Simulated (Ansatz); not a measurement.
Worked example: the barrier

An elementary step of BH5O, closed shell (BH₃O ([BH2][OH]) + H₂ → BH₃ + H₂O (still joined by a long B–O bond); bonds formed: B1–H6, O2–H5; bonds broken: H5–H6; bonds weakened to dative contacts: B1–O2). “Start” is the structure reached by relaxing down from the saddle towards the reactants; PBE0-D4/def2-TZVP structures. The saddle:

```
7
angstrom
B -0.3122 0.3205 -0.2937
O 0.7824 -0.8029 -0.1255
H -1.0497 0.0898 -1.2029
H 0.1044 1.4274 -0.1098
H -0.1432 -0.6130 0.7100
H -0.9741 -0.0151 0.8144
H 1.5925 -0.4066 0.2075
```

Program: Ansatz 0.2.0. Basis: def2-TZVPP and def2-QZVPP. Cores are frozen in the correlated methods.

Energies in eV:

| quantity | saddle | start |
| --- | --- | --- |
| Hartree–Fock, triple zeta (X = 3) | -2786.91416 | -2789.31717 |
| Hartree–Fock, quadruple zeta (X = 4) | -2787.05934 | -2789.47622 |
| MP2 correlation, X = 3 | -11.10112 | -10.41146 |
| MP2 correlation, X = 4 | -11.86985 | -11.17291 |
| CCSD(T) correlation, X = 3 | -12.05497 | -11.41152 |

Task: Work out the barrier at the basis limit: extrapolate Hartree–Fock as E(X) = E∞ + A exp(−7.88 √X) and the MP2 correlation as E(X) = E∞ + B X^−2.97 (the exponents that Neese and Valeev fitted for def2-TZVPP and QZVPP), then add CCSD(T) − MP2 in triple zeta.

Result: Each step is linear, so take the differences first (saddle − start): Hartree–Fock 2.40301 (X = 3) and 2.41688 (X = 4); MP2 correlation -0.68966 and -0.69694; CCSD(T) correlation -0.64345.
Two points give E∞ = E(4) + w [E(4) − E(3)], with w = 1/(exp(7.88 (2 − √3)) − 1) = 0.1377 for Hartree–Fock and w = 1/((4/3)^2.97 − 1) = 0.7407 for the correlation.
Hartree–Fock: 2.41688 + 0.1377 × 0.01387 = 2.4188 eV.
MP2 correlation: -0.69694 + 0.7407 × (-0.00728) = -0.7023 eV.
CCSD(T) − MP2: -0.64345 − (-0.68966) = 0.0462 eV.
Sum: 2.4188 + (-0.7023) + 0.0462 = 1.7627 eV, or 40.65 kcal/mol. Plain CCSD(T) in triple zeta gives 1.7596 eV, so the larger basis shifts the result by 0.0031 eV.

T1 diagnostic: at most 0.015.

Labels in which every atom is bracketed show which atoms are joined, not bond orders.

For scale, one of the runs: CCSD(T)/def2-TZVPP, 132 basis functions, launched by `ansatz run in.yaml --threads 2 --pin off --events-out ev --progress --plain --max-ram 4352MiB`. The run took 5.5 s on 2 CPU threads of an Arm Neoverse V2 (shared host), with 0.68 GiB of host memory at its peak.
